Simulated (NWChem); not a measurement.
System: diphosphorus (P₂); SMILES P#P

The following NWChem deck was run.

```
start job
memory heap 200 mb stack 900 mb global 1100 mb
geometry units angstroms
  P      0.000000     0.000000     0.952143
  P      0.000000     0.000000    -0.952143
end
basis spherical
  * library 6-31g*
end
dft
  xc hfexch
  iterations 150
end
driver
  maxiter 120
end
task dft optimize
task dft freq
```

The level has its own optimisation; frequencies are unscaled.

Give the results of this calculation. (Hartree-Fock/6-31G* (spherical d).) Quantities: r P–P (Å); highest harmonic frequency (cm⁻¹); zero-point energy (kcal/mol).


- r P–P (Å): 1.859
- highest harmonic frequency (cm⁻¹): 909
- zero-point energy (kcal/mol): 1.3
